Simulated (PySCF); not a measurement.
Name the molecule from its bond curve

A diatomic of charge 0 contains Si. Its doublet curve at UHF-CCSD in a triple-zeta basis (no relativity, PySCF), in eV from the separated fragments:

```json
{"R (Å)": "1.865", "E (eV)": "-3.596"}
{"R (Å)": "1.948", "E (eV)": "-3.918"}
{"R (Å)": "2.010", "E (eV)": "-4.025"}
{"R (Å)": "2.072", "E (eV)": "-4.047"}
{"R (Å)": "2.134", "E (eV)": "-4.005"}
{"R (Å)": "2.217", "E (eV)": "-3.878"}
{"R (Å)": "2.321", "E (eV)": "-3.643"}
{"R (Å)": "2.445", "E (eV)": "-3.297"}
```

The fit gives ωe = 551 cm⁻¹ and the rotational constant Bₑ = 0.2556 cm⁻¹.

**Question.** Which atom is the partner?

**Answer.** The minimum lies at 2.060 Å, so the reduced mass is 16.8576 u Å² cm⁻¹/(Bₑ·Re²) = 15.54 u. With Si at 27.98 u the partner weighs about 35.0 u: Cl. The molecule is SiCl.

Correlated steps freeze 10 core orbitals. The state was picked by a PBE0 search and need not be the measured ground state.
